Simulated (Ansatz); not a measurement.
**FH4NSi: rigid scan of one bond length, by script**

How does the energy of FH4NSi change as one bond is stretched? A script is to give a rigid scan of one bond length; the system is FH4NSi. SMILES: N[SiH2]F.

Computed with Ansatz 0.2.0, driven from Python. Level of theory: r2SCAN0/6-31G*.

## Step 1: Starting point

Bond lengths: N1–Si2 1.636 Å, Si2–F3 1.599 Å, N1–H4 0.998 Å, N1–H5 1.036 Å, Si2–H6 1.486 Å, Si2–H7 1.501 Å. Angles: N1–Si2–F3 103.0°, N1–Si2–H6 109.2°, N1–Si2–H7 108.4°, F3–Si2–H6 111.4°, F3–Si2–H7 111.2°, H6–Si2–H7 113.1°, Si2–N1–H4 109.1°, Si2–N1–H5 110.1°, H4–N1–H5 107.4°.

The script holds or builds the structure itself.

## Step 2: Script

Contents of scan_fh4nsi.py:

```python
'''Stretching a bond of FH4NSi, the rest held rigid.'''

import warnings

import ansatz as az
import matplotlib.pyplot as plt
import numpy as np

warnings.simplefilter('ignore', az.DeckWarning)

mol = (
    az.Crystal.molecule()
    .atom('N', (-0.6917, 0.4615, -0.6162))
    .atom('Si', (0.5305, -0.0339, 0.3525))
    .atom('F', (0.1918, -1.5766, 0.5992))
    .atom('H', (-0.6813, -0.0776, -1.4555))
    .atom('H', (-1.6029, 0.2956, -0.1524))
    .atom('H', (0.492, 0.7385, 1.6215))
    .atom('H', (1.8228, 0.1246, -0.3948))
)

symbols = [site.symbol for site in mol.cartesian_sites]
start = np.array([site.position_ang for site in mol.cartesian_sites])
axis = (start[0] - start[1]) / np.linalg.norm(start[0] - start[1])
moving = [0, 3, 4]
lengths, energies = [1.44, 1.505, 1.571, 1.636, 1.702, 1.767, 1.833, 1.931], []
for length in lengths:
    xyz = start.copy()
    xyz[moving] += (length - np.linalg.norm(start[0] - start[1])) * axis
    point = az.Crystal.molecule()
    for symbol, place in zip(symbols, xyz):
        point = point.atom(symbol, place.tolist())
    calc = (
        point.calculation()
        .basis(gaussian='6-31G*')
        .functional('r2scan0')
    )
    report = calc.run(threads=1).report
    energies.append(report['free_energy_ev'])
    print(f'r = {length:6.3f} A  E = {energies[-1]:.5f} eV  <S^2> = {abs(report["mean_field"]["state"]["spin_squared"]):.3f}')

# quartic fit about the minimum
fit = np.polynomial.Polynomial.fit(lengths, np.array(energies) - min(energies), 4).convert()
roots = [r.real for r in fit.deriv().roots() if abs(r.imag) < 1e-9 and fit.deriv(2)(r.real) > 0]
r_e = min(roots, key=lambda r: abs(r - lengths[int(np.argmin(energies))]))
print(f'minimum of the fit at {r_e:.4f} A, force constant {fit.deriv(2)(r_e):.2f} eV/A^2')
plt.figure(figsize=(4.5, 3))
plt.plot(lengths, np.array(energies) - min(energies), 'o-')
plt.xlabel('bond length (A)')
plt.ylabel('E - E(min) (eV)')
plt.tight_layout()
plt.savefig('scan.png', dpi=100)
```

## Step 3: What the engine is handed

The package turns the script's settings into the engine's input (first run):

```yaml
crystal:
  periodic: [false, false, false]
  atoms:
    - { symbol: "N", position_ang: [-0.5450585463169757, 0.4020611388033299, -0.49997386992084303] }
    - { symbol: Si, position_ang: [0.5305, -0.0339, 0.3525] }
    - { symbol: F, position_ang: [0.1918, -1.5766, 0.5992] }
    - { symbol: H, position_ang: [-0.5346585463169757, -0.13703886119667016, -1.339273869920843] }
    - { symbol: H, position_ang: [-1.4562585463169757, 0.2361611388033298, -0.03617386992084304] }
    - { symbol: H, position_ang: [0.492, 0.7385, 1.6215] }
    - { symbol: H, position_ang: [1.8228, 0.1246, -0.3948] }
basis:
  gaussian:
    orbitals: "6-31G*"
hamiltonian:
  xc: r2scan0
```

## Step 4: Launch

The run is started by

```console
> python scan_fh4nsi.py
```

Log:

```text
r =  1.440 A  E = -12145.71178 eV  <S^2> = 0.000
r =  1.505 A  E = -12146.63917 eV  <S^2> = 0.000
r =  1.571 A  E = -12147.22965 eV  <S^2> = 0.000
r =  1.636 A  E = -12147.55530 eV  <S^2> = 0.000
r =  1.702 A  E = -12147.69480 eV  <S^2> = 0.000
r =  1.767 A  E = -12147.69441 eV  <S^2> = 0.000
r =  1.833 A  E = -12147.59279 eV  <S^2> = 0.000
r =  1.931 A  E = -12147.31461 eV  <S^2> = 0.000
minimum of the fit at 1.7331 A, force constant 26.87 eV/A^2
```

Wall time 22 s (1 thread of Arm Neoverse V1, shared host); peak memory 0.22 GiB.

## Step 5: What changed from run to run

The engine's inputs for some of the other runs:

Run 3, against run 1:

```diff
@@ -4 +4 @@
-    - { symbol: "N", position_ang: [-0.5450585463169757, 0.4020611388033299, -0.49997386992084303] }
+    - { symbol: "N", position_ang: [-0.6429044974055338, 0.44172149240279945, -0.5775253122539197] }
@@ -7,2 +7,2 @@
-    - { symbol: H, position_ang: [-0.5346585463169757, -0.13703886119667016, -1.339273869920843] }
-    - { symbol: H, position_ang: [-1.4562585463169757, 0.2361611388033298, -0.03617386992084304] }
+    - { symbol: H, position_ang: [-0.6325044974055338, -0.09737850759720057, -1.4168253122539198] }
+    - { symbol: H, position_ang: [-1.5541044974055338, 0.2758214924027994, -0.11372531225391971] }
```

Run 5, against run 1:

```diff
@@ -4 +4 @@
-    - { symbol: "N", position_ang: [-0.5450585463169757, 0.4020611388033299, -0.49997386992084303] }
+    - { symbol: "N", position_ang: [-0.7407504484940921, 0.4813818460022691, -0.6550767545869963] }
@@ -7,2 +7,2 @@
-    - { symbol: H, position_ang: [-0.5346585463169757, -0.13703886119667016, -1.339273869920843] }
-    - { symbol: H, position_ang: [-1.4562585463169757, 0.2361611388033298, -0.03617386992084304] }
+    - { symbol: H, position_ang: [-0.7303504484940921, -0.05771815399773096, -1.4943767545869964] }
+    - { symbol: H, position_ang: [-1.6519504484940921, 0.31548184600226903, -0.1912767545869964] }
```

Run 8, against run 1:

```diff
@@ -4 +4 @@
-    - { symbol: "N", position_ang: [-0.5450585463169757, 0.4020611388033299, -0.49997386992084303] }
+    - { symbol: "N", position_ang: [-0.9117941339847778, 0.550711777103632, -0.7906437797341305] }
@@ -7,2 +7,2 @@
-    - { symbol: H, position_ang: [-0.5346585463169757, -0.13703886119667016, -1.339273869920843] }
-    - { symbol: H, position_ang: [-1.4562585463169757, 0.2361611388033298, -0.03617386992084304] }
+    - { symbol: H, position_ang: [-0.9013941339847779, 0.01161177710363194, -1.6299437797341305] }
+    - { symbol: H, position_ang: [-1.822994133984778, 0.3848117771036319, -0.3268437797341305] }
```

## Step 6: Run by run

From the records of these 8 runs:

```csv
run,distance (Å),energy from run 5 (eV),SCF cycles,CPU time (s)
1,1.44,1.9830,16,2.6
2,1.50,1.0556,16,2.6
3,1.57,0.4652,15,2.6
4,1.64,0.1395,15,2.5
5,1.70,0.0000,16,2.5
6,1.77,0.0004,16,2.6
7,1.83,0.1020,16,2.5
8,1.93,0.3802,17,2.7
```

## Step 7: Summary of results

```
                        quantity     value
bond length at the fit's minimum  1.7331 Å
                   runs compared         8
                 range of energy  1.983 eV
      lowest point, distance (Å)      1.70
```

In words: The curve has its lowest point inside the range, at 1.70. The ends stand 1.98 and 0.38 eV above it. The distance scanned is the script's pair 1, 0. Notes:
- The rest of the molecule is held rigid at a force-field or estimated start geometry, and the basis set is modest; single-reference methods fail as a bond breaks.
- The orbitals are restricted, so S² is zero by construction.
- Toward dissociation an unrestricted state lies under the restricted one, by 1 to 2 eV or more.
